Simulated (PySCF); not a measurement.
Compound: C3H4FP.
Z-matrix (Å and degrees, PBE0-D3(BJ)/def2-SVP geometry), rows numbered from 1:
```
C 
C   1  1.3420
C   2  1.4495  1  123.07
F   3  1.3356  2  113.55  1    -0.34
P   3  1.6988  2  129.14  1   179.51
H   1  1.0923  2  121.03  3     0.02
H   1  1.0920  2  121.00  3  -179.96
H   2  1.0928  1  120.86  3   179.94
H   5  1.4297  3   93.12  2     0.03
```

Method: PySCF 2.14.0, PBE0-D3(BJ)/def2-SVP geometry optimisation, gas phase.

Take the most abundant isotopes and a rigid rotor. The values belong to one conformer with, in the numbering `[H]/[P:5]=[C:3](\[CH:2]=[CH2:1])[F:4]`, C1–C2–C3–F4 0°.

(1) Give the principal moments of inertia and the rotational constants in GHz.

(2) Classify the top.

(3) Is it planar, by Δ = Ic − Ia − Ib?

(4) Give the coordinates in the principal-axis frame, origin at the centre of mass.

(5) Which lines would a microwave search look for?

Results:

(1) Ia = 56.44, Ib = 192.93, Ic = 249.37 u·Å²; 505379 MHz·u·Å²/I gives 8954, 2619 and 2027 MHz, that is A = 8.9540, B = 2.6195, C = 2.0266 GHz.

(2) An asymmetric top: κ = (2 × 2619 − 8954 − 2027)/(8954 − 2027) = -0.83.

(3) Planar: Δ = Ic − Ia − Ib = 0.00 u·Å². For a rigid frame Δ = −2 Σ m c², so it vanishes when all atoms lie in the ab plane; here none is more than 0.01 Å from it.

(4) The sense of each axis is arbitrary; atoms in the order of the calculation.
```csv
atom,mass (u),a (Å),b (Å),c (Å)
C1,12.000,-2.374,-0.389,0.003
C2,12.000,-1.102,-0.815,-0.003
C3,12.000,0.034,0.085,-0.002
F4,18.998,-0.308,1.376,-0.001
P5,30.974,1.693,-0.281,0.001
H6,1.008,-2.611,0.678,0.010
H7,1.008,-3.205,-1.097,0.003
H8,1.008,-0.869,-1.883,-0.009
H9,1.008,1.461,-1.692,0.001
```

(5) The dipole components are |μa| = 1.52 D, |μb| = 1.59 D, |μc| = 0.00 D; the mirror of this Cs structure is the ab plane, so μc vanishes by symmetry and there are no c-type lines. Intensities carry the squares of the components, which stand as 0.91 : 1.00 (a : b). Some lines, for components of 0.1 D or more:

| type | branch | J(Ka,Kc) | MHz | lower level (cm⁻¹) |
| --- | --- | --- | --- | --- |
| a | Q | 1(1,0) ← 1(1,1) | 593 | 0.366 |
| a | Q | 2(1,1) ← 2(1,2) | 1779 | 0.656 |
| b | R | 2(0,2) ← 1(1,1) | 2918 | 0.366 |
| a | R | 1(0,1) ← 0(0,0) | 4646 | 0.000 |
| b | Q | 1(1,0) ← 1(0,1) | 6927 | 0.155 |
| b | Q | 2(1,1) ← 2(0,2) | 7560 | 0.464 |
| a | R | 2(1,2) ← 1(1,1) | 8699 | 0.366 |
| a | R | 2(0,2) ← 1(0,1) | 9252 | 0.155 |
| a | R | 2(1,1) ← 1(1,0) | 9885 | 0.386 |
| b | R | 1(1,1) ← 0(0,0) | 10981 | 0.000 |
| b | R | 2(1,2) ← 1(0,1) | 15034 | 0.155 |
| b | Q | 2(2,0) ← 2(1,1) | 19043 | 0.716 |
| b | Q | 2(2,1) ← 2(1,2) | 20782 | 0.656 |
| b | R | 2(2,1) ← 1(1,0) | 28889 | 0.386 |
| b | R | 2(2,0) ← 1(1,1) | 29521 | 0.366 |

No PBE0-D3(BJ)/def2-SVP frequencies stand behind this structure, so it isn't proved a minimum. Constants of a rigid frame at the computed geometry: no zero-point averaging, no centrifugal distortion.

The run took 16 s of wall time on an Arm Neoverse V1 with one thread (shared host), and the process peaked at 0.51 GiB of memory. That covers the optimisation of the geometry.
